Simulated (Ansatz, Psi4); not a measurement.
## OF2 (oxygen difluoride): the vertical energy of the triplet above the singlet from total energies

The species is OF2 (3 atoms), meant as a singlet with charge 0. SMILES: `FOF`. The coordinates come from a PBE0-D4/def2-TZVP relaxation.

```xyz
3

F     0.9533   -0.3400    0.4883
O     0.0005    0.5639    0.0620
F    -0.9538   -0.2240   -0.5503
```

Both states at this one shape; open shells run unrestricted unless said. 1 Eh = 27.2114 eV.

| level | program | singlet OF2 (Eh) | triplet OF2 (Eh) |
| --- | --- | --- | --- |
| HF/3-21G | Psi4 | -272.007253 | -271.875680 |
| BLYP/STO-3G | Ansatz | -270.755912 | -270.612924 |

Problem. Work out the vertical gap, second state less first, at each level.

Solution. 
1. HF/3-21G: -271.875680 − (-272.007253) = 0.131573 Eh = 3.58 eV.
2. BLYP/STO-3G: -270.612924 − (-270.755912) = 0.142988 Eh = 3.89 eV.

No measured value is set beside it here; the levels span 3.58 to 3.89 eV. Hartree–Fock favours the state with fewer electron pairs, since it lacks pair correlation. Minimal sets are far from the basis-set limit. The second state is spin-contaminated at HF/3-21G (⟨S²⟩ = 2.11).
